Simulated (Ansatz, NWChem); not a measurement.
**C2H3O2: a line through the functionals**

C2H3O2 has 7 atoms, charge 0, and is taken as a doublet. SMILES: `CC([O])=O`. The shape is that of a PBE0-D4/def2-TZVP optimisation.

The electronic atomisation energy y, in eV, basis aug-cc-pVDZ; a is the functional's share of exact exchange. Programs: Ansatz 0.2.0, NWChem 7.3.0.

```
functional  program     a  y (eV)
      UPBE   Ansatz     0   30.97
  U-r2SCAN   Ansatz     0   29.94
    UB3LYP   NWChem   0.2   29.36
     UPBE0   NWChem  0.25       ?
    UBHLYP   NWChem   0.5   27.66
```

**Question.** Fit y = c + s·a to the known rows and predict UPBE0.

**Answer.** 
1. Means of the 4 rows: a = 0.1750, y = 29.483.
2. Σ(Δa)² = 0.1675, Σ(Δa·Δy) = -0.93575, so the slope is -0.93575/0.1675 = -5.5866.
3. Intercept: 29.483 − (-5.5866) × 0.1750 = 30.461. The largest residual of the fit is 0.52.
4. UPBE0: 30.461 + (-5.5866) × 0.25 = 29.06 eV.

The run gave 29.66 eV, so the prediction is off by -0.60 eV, about the scatter of the fit. The rows mix families of semi-local functionals, which the line can't see.
